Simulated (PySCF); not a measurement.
## Stretching AlSi

Set-up: basis Al def2-TZVP, Si def2-TZVP; no relativity; PySCF 2.14. Energies in eV from Al + Si in their ground configurations at the same level. All curves are PBE0. state 1: ⁴Σ⁻ (quartet), unpaired electrons σ ↑, π ↑↑; state 2: Ms = 0.5 determinant of mixed spin (⟨S²⟩ near 1.8), unpaired electrons σ ↓, π ↑↑, a second solution, started from another occupation; state 3: Ms = 0.5 determinant of mixed spin (⟨S²⟩ near 1.8), unpaired electrons σ ↑, π ↑↓, a mixture of terms (⟨Lz²⟩ = 2.0), a second solution, started from another occupation; state 4: ²Π (doublet), unpaired electrons π ↑, a second solution, started from another occupation.

```json
{"R (Å)": "2.082", "state 1": "-1.999", "state 2": "-1.783", "state 3": "-1.672", "state 4": "-1.388"}
{"R (Å)": "2.179", "state 1": "-2.362", "state 2": "-2.139", "state 3": "-2.037", "state 4": "-1.557"}
{"R (Å)": "2.276", "state 1": "-2.559", "state 2": "-2.326", "state 3": "-2.234", "state 4": "-1.590"}
{"R (Å)": "2.348", "state 1": "-2.627", "state 2": "-2.385", "state 3": "-2.301", "state 4": "-1.552"}
{"R (Å)": "2.421", "state 1": "-2.646", "state 2": "-2.394", "state 3": "-2.317", "state 4": "-1.477"}
{"R (Å)": "2.494", "state 1": "-2.626", "state 2": "-2.363", "state 3": "-2.294", "state 4": "-1.377"}
{"R (Å)": "2.591", "state 1": "-2.557", "state 2": "-2.280", "state 3": "-2.220", "state 4": "-1.224"}
{"R (Å)": "2.712", "state 1": "-2.424", "state 2": "-2.131", "state 3": "-2.081", "state 4": "-1.027"}
{"R (Å)": "2.857", "state 1": "-2.226", "state 2": "-1.917", "state 3": "-1.877", "state 4": "-0.807"}
{"R (Å)": "3.050", "state 1": "-1.935", "state 2": "-1.615", "state 3": "-1.581", "state 4": "-0.563"}
```

Q: Put a parabola through the three lowest points of the state 1 curve and estimate Re, k and ωe (reduced mass 13.74 u; 1 eV/Å² = 0.16022 mdyn/Å; ωe = 1302.8·√(k/μ) cm⁻¹).

A: Through R = 2.348, 2.421, 2.494 Å the second-order coefficient is 3.66 eV/Å², so Re ≈ 2.420 Å, k ≈ 1.17 mdyn/Å and ωe ≈ 381 cm⁻¹. A polynomial fit of higher order to the unrounded PBE0 energies gives Re = 2.416 Å, k = 1.17 mdyn/Å, ωe = 380 cm⁻¹; anharmonicity and rounding make the difference.

The higher-order fit for each curve: state 1: Re = 2.416 Å, ωe = 380 cm⁻¹, De = 2.65 eV; state 2: Re = 2.398 Å, ωe = 397 cm⁻¹, minimum 2.40 eV below the ground-state fragments; state 3: Re = 2.411 Å, ωe = 387 cm⁻¹, minimum 2.32 eV below the ground-state fragments; state 4: Re = 2.255 Å, ωe = 460 cm⁻¹, minimum 1.59 eV below the ground-state fragments.

⟨S²⟩ of the unrestricted solution departs from its pure value on part of the curve, where spin states mix. The state is the lowest determinant that a PBE0 search found; another state may lie lower at other levels.
